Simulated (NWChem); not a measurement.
All runs are NWChem calculations. System: C2H6OS, charge 0, spin multiplicity 3, at the geometry of a parent with another charge or spin, in a state set for the comparison that need not be this species' ground state. Its SCF solution wasn't tested for a lower state. Level: UHF/def2-SVP.

Input file:

```
start mol
memory heap 200 mb stack 900 mb global 1100 mb
geometry units angstroms nocenter noautoz
  C     -0.661296     0.521815    -1.372475
  S      0.503949     0.096677     0.000000
  C     -0.661296     0.521815     1.372475
  O      0.636018    -1.414714     0.000000
  H     -0.137370     0.248382    -2.307720
  H     -0.898249     1.604150    -1.367746
  H     -1.572274    -0.097983    -1.258098
  H     -1.572274    -0.097983     1.258098
  H     -0.137370     0.248382     2.307720
  H     -0.898249     1.604150     1.367746
  symmetry group Cs
end
basis spherical
  * library def2-svp
end
scf
  uhf
  nopen 2
  maxiter 100
  thresh 1e-7
  semidirect memsize 60000000 filesize 0
  # guess.movecs holds the orbitals of an unrestricted PBE0 run
  vectors input guess.movecs output mol.movecs
end
task scf energy
```

Output (cleaned and shortened):

```
             Northwest Computational Chemistry Package (NWChem) 7.3.0
             --------------------------------------------------------

                                NWChem Input Module
                                -------------------

 Scaling coordinates for geometry "geometry" by  1.889725989
 (inverse scale =  0.529177249)

 Turning off AUTOSYM since
 SYMMETRY directive was detected!

                             Geometry "geometry" -> ""
                             -------------------------

 Output coordinates in angstroms (scale by  1.889725989 to convert to a.u.)

  No.       Tag          Charge          X              Y              Z
 ---- ---------------- ---------- -------------- -------------- --------------
    1 C                    6.0000    -0.66129600     0.52181500    -1.37247500
    2 S                   16.0000     0.50394900     0.09667700     0.00000000
    3 C                    6.0000    -0.66129600     0.52181500     1.37247500
    4 O                    8.0000     0.63601800    -1.41471400     0.00000000
    5 H                    1.0000    -0.13737000     0.24838200    -2.30772000
    6 H                    1.0000    -0.89824900     1.60415000    -1.36774600
    7 H                    1.0000    -1.57227400    -0.09798300    -1.25809800
    8 H                    1.0000    -1.57227400    -0.09798300     1.25809800
    9 H                    1.0000    -0.13737000     0.24838200     2.30772000
   10 H                    1.0000    -0.89824900     1.60415000     1.36774600

 Effective nuclear repulsion energy (a.u.)     180.7119133638

            Nuclear Dipole moment (a.u.)
            ----------------------------
        X                 Y               Z
 ---------------- ---------------- ----------------
    -0.0000188973    -0.0000037795     0.0000000000

      Symmetry information
      --------------------

 Group name             Cs
 Group number              2
 Group order               2
 No. of unique centers     6

      Symmetry unique atoms

     1    2    4    5    6    7


 Summary of "ao basis" -> "" (spherical)
 ------------------------------------------------------------------------------
       Tag                 Description            Shells   Functions and Types
 ---------------- ------------------------------  ------  ---------------------
 *                          def2-svp                  on all atoms

 Summary of "ao basis" -> "ao basis" (spherical)
 ------------------------------------------------------------------------------
       Tag                 Description            Shells   Functions and Types
 ---------------- ------------------------------  ------  ---------------------
 C                          def2-svp                 6       14   3s2p1d
 S                          def2-svp                 8       18   4s3p1d
 O                          def2-svp                 6       14   3s2p1d
 H                          def2-svp                 3        5   2s1p

                                 NWChem SCF Module
                                 -----------------

  ao basis        = "ao basis"
  functions       =    90
  atoms           =    10
  alpha electrons =    22
  beta  electrons =    20
  charge          =   0.00
  wavefunction    = UHF
  use symmetry    = T
  symmetry adapt  = T

 Summary of "ao basis" -> "ao basis" (spherical)
 ------------------------------------------------------------------------------
       Tag                 Description            Shells   Functions and Types
 ---------------- ------------------------------  ------  ---------------------
 C                          def2-svp                 6       14   3s2p1d
 S                          def2-svp                 8       18   4s3p1d
 O                          def2-svp                 6       14   3s2p1d
 H                          def2-svp                 3        5   2s1p

      Symmetry analysis of basis
      --------------------------

        a'         52
        a"         38

 Forming initial guess at       0.0s

   Symmetry analysis of molecular orbitals - initial alpha
   -------------------------------------------------------

  Numbering of irreducible representations:

     1 a'          2 a"

  Orbital symmetries:

     1 a'          2 a'          3 a"          4 a'          5 a'
     6 a'          7 a'          8 a"          9 a'         10 a'
    11 a"         12 a'         13 a'         14 a'         15 a"
    16 a'         17 a"         18 a'         19 a"         20 a"
    21 a'         22 a"         23 a'         24 a'         25 a'
    26 a'         27 a'         28 a"         29 a"         30 a"
    31 a'         32 a"

   Symmetry analysis of molecular orbitals - initial beta
   ------------------------------------------------------

  Numbering of irreducible representations:

     1 a'          2 a"

  Orbital symmetries:

     1 a'          2 a'          3 a"          4 a'          5 a'
     6 a'          7 a'          8 a"          9 a'         10 a'
    11 a"         12 a'         13 a'         14 a'         15 a"
    16 a'         17 a"         18 a"         19 a'         20 a"
    21 a'         22 a'         23 a'         24 a"         25 a'
    26 a'         27 a'         28 a"         29 a"         30 a"
    31 a'         32 a"

 Starting SCF solution at       0.0s

 ----------------------------------------------
         Quadratically convergent UHF

 Convergence threshold     :          1.000E-07
 Maximum no. of iterations :          100
 Integral*density screening:          1.000E-09
 ----------------------------------------------
[...]
 Vector   22  Occ=1.000000D+00  E=-1.281584D-01  Symmetry=a"
              MO Center=  1.3D-01,  2.1D-01, -9.4D-15, r^2= 3.2D+00
   Bfn.  Coefficient  Atom+Function         Bfn.  Coefficient  Atom+Function
  ----- ------------  ---------------      ----- ------------  ---------------
    27      1.064446   2 S  pz                3      0.915071   1 C  s
    35     -0.915071   3 C  s                 9      0.324064   1 C  pz
    41      0.324064   3 C  pz               24      0.304920   2 S  pz
    72     -0.293525   7 H  s                77      0.293525   8 H  s
     7      0.268866   1 C  px               39     -0.268866   3 C  px

 Vector   23  Occ=0.000000D+00  E= 1.655886D-01  Symmetry=a'
              MO Center= -1.1D+00,  8.3D-01, -1.5D-15, r^2= 6.8D+00
   Bfn.  Coefficient  Atom+Function         Bfn.  Coefficient  Atom+Function
  ----- ------------  ---------------      ----- ------------  ---------------
     3      2.012335   1 C  s                35      2.012335   3 C  s
    67     -1.008185   6 H  s                87     -1.008185  10 H  s
    72     -0.872035   7 H  s                77     -0.872035   8 H  s
    62     -0.685382   5 H  s                82     -0.685382   9 H  s
    18     -0.416245   2 S  s                25      0.322554   2 S  px

 Vector   24  Occ=0.000000D+00  E= 1.899086D-01  Symmetry=a'
              MO Center=  2.3D-02,  3.7D-01,  3.5D-14, r^2= 3.8D+00
   Bfn.  Coefficient  Atom+Function         Bfn.  Coefficient  Atom+Function
  ----- ------------  ---------------      ----- ------------  ---------------
    26      0.981009   2 S  py               49      0.639026   4 O  s
    67     -0.606362   6 H  s                87     -0.606362  10 H  s
    72      0.455285   7 H  s                77      0.455285   8 H  s
    54      0.444894   4 O  py               25     -0.396173   2 S  px
     8      0.389665   1 C  py               40      0.389665   3 C  py

 Vector   25  Occ=0.000000D+00  E= 2.190687D-01  Symmetry=a'
              MO Center= -8.1D-01,  3.5D-01, -2.9D-16, r^2= 4.6D+00
   Bfn.  Coefficient  Atom+Function         Bfn.  Coefficient  Atom+Function
  ----- ------------  ---------------      ----- ------------  ---------------
    18      1.013464   2 S  s                72     -0.850192   7 H  s
    77     -0.850192   8 H  s                25     -0.805047   2 S  px
     7     -0.722361   1 C  px               39     -0.722361   3 C  px
    67      0.503306   6 H  s                87      0.503306  10 H  s
    26      0.411016   2 S  py                3     -0.395999   1 C  s

                     UHF Final Beta Molecular Orbital Analysis
                     -----------------------------------------

 Vector   18  Occ=1.000000D+00  E=-5.373806D-01  Symmetry=a"
              MO Center= -2.7D-01,  1.4D-01,  3.6D-15, r^2= 4.2D+00
   Bfn.  Coefficient  Atom+Function         Bfn.  Coefficient  Atom+Function
  ----- ------------  ---------------      ----- ------------  ---------------
    52      0.302085   4 O  pz               61      0.243543   5 H  s
    81     -0.243543   9 H  s                55      0.232920   4 O  pz
     6     -0.187271   1 C  pz               38     -0.187271   3 C  pz
    66     -0.158259   6 H  s                86      0.158259  10 H  s

 Vector   19  Occ=1.000000D+00  E=-4.395405D-01  Symmetry=a'
              MO Center=  4.3D-01, -1.0D-01,  1.5D-15, r^2= 2.4D+00
   Bfn.  Coefficient  Atom+Function         Bfn.  Coefficient  Atom+Function
  ----- ------------  ---------------      ----- ------------  ---------------
    25      0.482233   2 S  px               22      0.333210   2 S  px
    50      0.206275   4 O  px               17      0.203837   2 S  s
    19      0.189437   2 S  px               53      0.170704   4 O  px

 Vector   20  Occ=1.000000D+00  E=-4.344002D-01  Symmetry=a"
              MO Center=  2.5D-03, -7.8D-02,  5.3D-15, r^2= 2.9D+00
   Bfn.  Coefficient  Atom+Function         Bfn.  Coefficient  Atom+Function
  ----- ------------  ---------------      ----- ------------  ---------------
    52      0.355197   4 O  pz               55      0.308237   4 O  pz
    24     -0.267933   2 S  pz               27     -0.241826   2 S  pz
     6      0.232948   1 C  pz               38      0.232948   3 C  pz
     9      0.155720   1 C  pz               41      0.155720   3 C  pz

 Vector   21  Occ=0.000000D+00  E= 4.332016D-02  Symmetry=a'
              MO Center=  3.7D-01, -6.6D-01,  8.5D-16, r^2= 2.8D+00
   Bfn.  Coefficient  Atom+Function         Bfn.  Coefficient  Atom+Function
  ----- ------------  ---------------      ----- ------------  ---------------
     3      0.523862   1 C  s                35      0.523862   3 C  s
    53      0.504471   4 O  px               18     -0.468854   2 S  s
    50      0.411691   4 O  px               26     -0.341829   2 S  py
    72     -0.284758   7 H  s                77     -0.284758   8 H  s
    67     -0.231750   6 H  s                87     -0.231750  10 H  s

 Vector   22  Occ=0.000000D+00  E= 1.757377D-01  Symmetry=a'
              MO Center= -9.4D-01,  8.8D-01, -2.0D-16, r^2= 6.9D+00
   Bfn.  Coefficient  Atom+Function         Bfn.  Coefficient  Atom+Function
  ----- ------------  ---------------      ----- ------------  ---------------
     3      1.866826   1 C  s                35      1.866826   3 C  s
    67     -1.038867   6 H  s                87     -1.038867  10 H  s
    62     -0.765184   5 H  s                82     -0.765184   9 H  s
    72     -0.735501   7 H  s                77     -0.735501   8 H  s
     9     -0.252327   1 C  pz               41      0.252327   3 C  pz

 Vector   23  Occ=0.000000D+00  E= 2.065898D-01  Symmetry=a"
              MO Center= -5.0D-01,  4.5D-01, -2.3D-15, r^2= 7.8D+00
   Bfn.  Coefficient  Atom+Function         Bfn.  Coefficient  Atom+Function
  ----- ------------  ---------------      ----- ------------  ---------------
     3      2.150962   1 C  s                35     -2.150962   3 C  s
    62     -0.968012   5 H  s                82      0.968012   9 H  s
    72     -0.865521   7 H  s                77      0.865521   8 H  s
    67     -0.802501   6 H  s                87      0.802501  10 H  s
    27      0.693516   2 S  pz

 center of mass
 --------------
 x =   0.12493315 y =  -0.08422658 z =   0.00000000

 moments of inertia (a.u.)
 ------------------
         381.839555370055          84.094361807780          -0.000000000000
          84.094361807780         336.736356707211           0.000000000000
          -0.000000000000           0.000000000000         269.306605354449

  Mulliken analysis of the total density
  --------------------------------------

    Atom       Charge   Shell Charges
 -----------   ------   -------------------------------------------------------
    1 C    6     6.14   1.99  0.88  0.22  2.00  1.02  0.03
    2 S   16    15.73   2.00  1.99  1.17  0.57  5.94  1.71  2.03  0.33
    3 C    6     6.14   1.99  0.88  0.22  2.00  1.02  0.03
    4 O    8     8.34   1.99  1.12  0.79  2.72  1.70  0.02
    5 H    1     0.93   0.73  0.18  0.02
    6 H    1     0.94   0.73  0.18  0.03
    7 H    1     0.96   0.74  0.19  0.03
    8 H    1     0.96   0.74  0.19  0.03
    9 H    1     0.93   0.73  0.18  0.02
   10 H    1     0.94   0.73  0.18  0.03

  Mulliken analysis of the alpha density
  --------------------------------------

    Atom       Charge   Shell Charges
 -----------   ------   -------------------------------------------------------
    1 C    6     3.19   0.99  0.47  0.08  1.08  0.55  0.02
    2 S   16     8.16   1.00  1.00  0.59  0.29  2.97  0.93  1.16  0.21
    3 C    6     3.19   0.99  0.47  0.08  1.08  0.55  0.02
    4 O    8     4.60   1.00  0.58  0.39  1.67  0.96  0.01
    5 H    1     0.47   0.36  0.09  0.01
    6 H    1     0.47   0.36  0.09  0.01
    7 H    1     0.50   0.37  0.12  0.01
    8 H    1     0.50   0.37  0.12  0.01
    9 H    1     0.47   0.36  0.09  0.01
   10 H    1     0.47   0.36  0.09  0.01

   Mulliken analysis of the beta density
   -------------------------------------

    Atom       Charge   Shell Charges
 -----------   ------   -------------------------------------------------------
    1 C    6     2.95   0.99  0.41  0.14  0.92  0.47  0.02
    2 S   16     7.57   1.00  1.00  0.57  0.28  2.97  0.78  0.86  0.12
    3 C    6     2.95   0.99  0.41  0.14  0.92  0.47  0.02
    4 O    8     3.74   1.00  0.54  0.41  1.05  0.74  0.01
    5 H    1     0.47   0.37  0.08  0.01
    6 H    1     0.47   0.37  0.08  0.01
    7 H    1     0.46   0.37  0.08  0.01
    8 H    1     0.46   0.37  0.08  0.01
    9 H    1     0.47   0.37  0.08  0.01
   10 H    1     0.47   0.37  0.08  0.01

   Mulliken analysis of the spin density
   -------------------------------------

    Atom       Charge   Shell Charges
 -----------   ------   -------------------------------------------------------
    1 C    6     0.24   0.00  0.06 -0.06  0.16  0.08 -0.00
    2 S   16     0.59   0.00  0.00  0.02  0.02  0.00  0.15  0.30  0.09
    3 C    6     0.24   0.00  0.06 -0.06  0.16  0.08 -0.00
    4 O    8     0.86  -0.00  0.04 -0.02  0.62  0.22 -0.00
    5 H    1     0.00  -0.01  0.01  0.00
    6 H    1    -0.00  -0.01  0.01  0.00
    7 H    1     0.03  -0.00  0.04  0.00
    8 H    1     0.03  -0.00  0.04  0.00
    9 H    1     0.00  -0.01  0.01  0.00
   10 H    1    -0.00  -0.01  0.01  0.00

       Multipole analysis of the density wrt the origin
       ------------------------------------------------

     L   x y z        total         alpha         beta         nuclear
     -   - - -        -----         -----         ----         -------
     0   0 0 0     -0.000000    -22.000000    -20.000000     42.000000

     1   1 0 0     -0.418367     -0.893546      0.475198     -0.000019
     1   0 1 0      0.661870      1.070539     -0.408665     -0.000004
     1   0 0 1     -0.000000     -0.000000     -0.000000      0.000000

     2   2 0 0    -25.751385    -50.556711    -43.555087     68.360413
     2   1 1 0      0.755624     25.338086     22.561353    -47.143815
     2   1 0 1     -0.000000     -0.000000      0.000000      0.000000
     2   0 2 0    -25.376282    -60.767467    -52.876749     88.267934
     2   0 1 1      0.000000      0.000000      0.000000      0.000000
     2   0 0 2    -24.710766    -87.026862    -81.106683    143.422778

 Task  times  cpu:        1.9s     wall:        1.9s

 Total times  cpu:        1.9s     wall:        1.9s
```
